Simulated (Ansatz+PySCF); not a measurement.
Values are calculated unless marked as measured or tabulated.
## Ansatz (development build ahead of 0.2.0) run

```yaml
crystal:
  periodic: [false, false, false]
  atoms:
    - { symbol: "N", position_ang: [0.03278, -0.01717, -0.03362] }
    - { symbol: H, position_ang: [0.55228, 0.59921, 0.62087] }
    - { symbol: H, position_ang: [0.57785, -0.63181, -0.62329] }
    - { symbol: H, position_ang: [-0.56149, 0.58048, -0.55961] }
    - { symbol: H, position_ang: [-0.58735, -0.55939, 0.62938] }
basis:
  gaussian: { orbitals: def2-SVP }
total_charge: 1
magnetization:
  spin_polarized: true
hamiltonian:
  xc: hf
correlation:
  method: mp2
  frozen_orbitals: { H: 0, "N": 1 }
```

The input is written out in the form of the current development build from the run's settings.

The run gave:

| Quantity | Value |
| --- | --- |
| Converged | yes |
| Reference energy | -56.49350 hartree |
| Correlation energy | -0.18726 hartree |
| Total energy | -56.68076 hartree |
| Spin squared of the determinant | 0.000 |
| Stability test | minimum |
